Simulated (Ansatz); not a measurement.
Bulk modulus B0 (GPa) of solids drawn from the class of silicides and borides, at two levels: PBE in Ansatz (PAW), and PBE-D4 (plane waves, PAW; Ansatz, a program for electronic structure).

```json
[
 {"solid": "AlB2-type ZrB₂", "PBE": "238", "PBE-D4": "248"},
 {"solid": "AlB2-type TiB₂", "PBE": "250", "PBE-D4": "?"},
 {"solid": "A15 Mo₃Si", "PBE": "249", "PBE-D4": "264"},
 {"solid": "C11b MoSi₂", "PBE": "204", "PBE-D4": "220"},
 {"solid": "CaB6-type LaB₆", "PBE": "174", "PBE-D4": "181"},
 {"solid": "B20 (FeSi-type) MnSi", "PBE": "206", "PBE-D4": "?"},
 {"solid": "AlB2-type HfB₂", "PBE": "248", "PBE-D4": "258"},
 {"solid": "C11b WSi₂", "PBE": "217", "PBE-D4": "233"}
]
```

Estimate the withheld PBE-D4 values from the other rows.

One way: carry over the typical ratio. The ratios PBE-D4 / PBE of the other rows, in order: 1.040, 1.040, 1.042, 1.060, 1.074, 1.078; median 1.0510. AlB2-type TiB₂: 250 × 1.0510 = 263 GPa; the run gives 264 GPa. B20 (FeSi-type) MnSi: 206 × 1.0510 = 217 GPa; the run gives 220 GPa. The ratios spread from 1.040 to 1.078, so such an estimate is rough.

Of 8 rows, PBE-D4 is the larger in 8 and the smaller in 0.

Ansatz's runs of these crystals have no spin polarisation, but for B20 (FeSi-type) MnSi.

Density-functional runs with spin start from parallel moments for B20 (FeSi-type) MnSi.

Spin–orbit coupling is left out, also for the solids with elements from indium on (CaB6-type LaB6, AlB2-type HfB2, C11b WSi2); its size isn't shown.

In Ansatz's fits of the non-cubic solids, shape and atoms are relaxed at each volume.

Each level is taken at its own relaxed cell. Ansatz's density-functional and Hartree–Fock values are scalar-relativistic unless marked +SOC, with PAW data made under PBE.
